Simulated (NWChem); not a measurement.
# CH3OS (SMILES [O]CS): U-mPW1PW91/6-31++G(d,p) (Cartesian functions)

Aim: the vertical electron affinity of CH3OS at U-mPW1PW91/6-31++G** (Cartesian functions), from 2 runs. 

The calculation is run with NWChem 7.3.0.

2 further runs of the same task are left out: 1 that didn't finish, 1 set aside as unsound or not needed.

### Step 1. The structure to begin with

CH3OS has 6 atoms, charge 0, and is taken as a doublet. As SMILES, `[O]CS`. The shape is that of a GFN2-xTB optimisation. This is one conformer, not always the lowest.

Bond lengths: O1–C2 1.252 Å, C2–S3 1.936 Å, C2–H4 1.114 Å, C2–H5 1.114 Å, S3–H6 1.331 Å. Angles: O1–C2–S3 116.6°, O1–C2–H4 117.0°, O1–C2–H5 117.0°, S3–C2–H4 99.0°, S3–C2–H5 99.2°, C2–S3–H6 95.4°, H4–C2–H5 105.2°.

### Step 2. The energy at U-mPW1PW91/6-31++G(d,p) (Cartesian functions)

Contents of m1.nw:

```
start m1
title "CH3OS"
memory stack 880 mb heap 220 mb global 1100 mb
charge 0
geometry units angstrom noautosym nocenter noautoz
  O     0.748080    0.134510   -1.200400
  C     0.055100   -0.435820   -0.327570
  S    -0.493620    0.642700    1.183040
  H     0.529070   -1.279790    0.222880
  H    -0.942020   -0.818230   -0.644280
  H     0.103390    1.756620    0.766330
end
basis
  * library 6-31++G**
end
dft
  xc mpw91 0.75 perdew91 1.0 hfexch 0.25
  mult 2
  grid medium
  direct
  iterations 100
  mulliken
end
task dft
```

On the command line:

```
$ nwchem m1.nw > m1.out
```

Log:

```text
[...]
          Wavefunction type:  spin polarized.
          No. of atoms     :     6
          No. of electrons :    33
[...]
          Charge           :     0
          Spin multiplicity:     2
[...]
          AO basis - number of functions:    79
[...]
              XC Information
              --------------
                     Hartree-Fock (Exact) Exchange  0.250
                        mPW91  Exchange Functional  0.750
                Perdew 1991 Correlation Functional  1.000 non-local
            Perdew 1991 LDA Correlation Functional  1.000 local
[...]
 d= 0,ls=0.0,diis     1   -513.0680526430 -6.11D+02  2.04D-02  2.59D-01     0.9
[...]
 d= 0,ls=0.0,diis    13   -513.2147372735 -1.08D-07  1.07D-06  2.24D-09     8.7
[...]
         Total DFT energy =     -513.214737273521
      One electron energy =     -901.253103572104
           Coulomb energy =      330.546050008170
    Exchange-Corr. energy =      -40.723868410913
 Nuclear repulsion energy =       98.216184701326
[...]
      Total Density - Mulliken Population Analysis
     ---------------------------------------------
    Atom       Charge   Shell Charges
 -----------   ------   -------------------------------------------------------
    1 O    8     8.21   1.99  0.93  2.82  1.01  1.43 -0.02  0.03  0.01
    2 C    6     6.33   1.99  0.68  2.02  0.61  0.82  0.06  0.08  0.06
    3 S   16    16.01   2.00  1.99  5.97  1.37  3.05  0.52  1.11 -0.08  0.04  0.03
    4 H    1     0.76   0.50  0.25 -0.00  0.01
    5 H    1     0.76   0.50  0.25 -0.00  0.01
    6 H    1     0.92   0.50  0.38  0.02  0.02
[...]
      <S2> =      0.7566 (Exact =     0.7500)
[...]
```

It took 9.3 s on 1 thread of AMD EPYC 9B45 (Zen 5), shared host; peak memory 0.11 GiB.

### Step 3. The singlet anion at the same level

Contents of run.nw:

```
start run
title "CH3OS"
memory stack 880 mb heap 220 mb global 1100 mb
charge -1

geometry noautosym nocenter
zmatrix
  O
  C 1 1.25193
  S 2 1.935521 1 116.56466
  H 2 1.113521 1 117.02091 3 -116.88983
  H 2 1.113908 4 105.1515 1 131.73529
  H 3 1.330746 2 95.44276 4 126.39734
end
end

basis "ao basis"
O library 6-31++G**
C library 6-31++G**
S library 6-31++G**
H library 6-31++G**
end

dft
xc mpw91 0.75 perdew91 1.0 hfexch 0.25
mult 1
grid medium
direct
iterations 150
mulliken
end

task dft
```

On the command line:

```
$ nwchem run.nw > run.out
```

Log:

```text
[...]
          Wavefunction type:  closed shell.
          No. of atoms     :     6
          No. of electrons :    34
[...]
          Charge           :    -1
          Spin multiplicity:     1
[...]
          AO basis - number of functions:    79
[...]
              XC Information
              --------------
                     Hartree-Fock (Exact) Exchange  0.250
                        mPW91  Exchange Functional  0.750
                Perdew 1991 Correlation Functional  1.000 non-local
            Perdew 1991 LDA Correlation Functional  1.000 local
[...]
 d= 0,ls=0.0,diis     1   -513.1095750041 -6.11D+02  3.56D-02  1.46D+00     0.7
[...]
 d= 0,ls=0.0,diis     9   -513.3083300457 -1.91D-07  3.10D-06  1.26D-08     4.6
         Total DFT energy =     -513.308330045735
      One electron energy =     -909.536110944070
           Coulomb energy =      339.032190773821
    Exchange-Corr. energy =      -41.020606135364
 Nuclear repulsion energy =       98.216196259878
[...]
      Total Density - Mulliken Population Analysis
     ---------------------------------------------
    Atom       Charge   Shell Charges
 -----------   ------   -------------------------------------------------------
    1 O    8     8.64   1.99  0.89  2.89  1.03  1.63  0.01  0.19  0.01
    2 C    6     6.24   1.99  0.68  1.98  0.57  0.74  0.11  0.09  0.07
    3 S   16    16.22   2.00  1.99  5.97  1.35  3.08  0.52  1.26 -0.17  0.19  0.03
    4 H    1     0.95   0.54  0.38  0.02  0.01
    5 H    1     0.95   0.54  0.38  0.02  0.01
    6 H    1     1.00   0.50  0.41  0.06  0.02
[...]
```

Run time: 5.1 s. Hardware: 1 thread of AMD EPYC 9B45 (Zen 5), shared host; peak memory 0.11 GiB.

### Step 4. Summary of results

At U-mPW1PW91/6-31++G** (Cartesian functions):

```
                                                            quantity          value
                                         doublet CH3OS: total energy  -513.21474 Eh
                                        doublet CH3OS: dipole moment         1.27 D
                   doublet CH3OS: HOMO energy (highest over α and β)       -7.23 eV
                    doublet CH3OS: LUMO energy (lowest over α and β)       -4.71 eV
                                                 doublet CH3OS: ⟨S²⟩          0.757
                                         singlet anion: total energy  -513.30833 Eh
                                          singlet anion: HOMO energy       -0.47 eV
                                          singlet anion: LUMO energy        3.54 eV
singlet anion: HOMO–LUMO gap (to an unbound level, set by the basis)        4.01 eV
                   vertical electron affinity (to the singlet anion)       2.547 eV
```

What this shows: At fixed nuclei the extra electron is bound by 2.55 eV (246 kJ/mol).
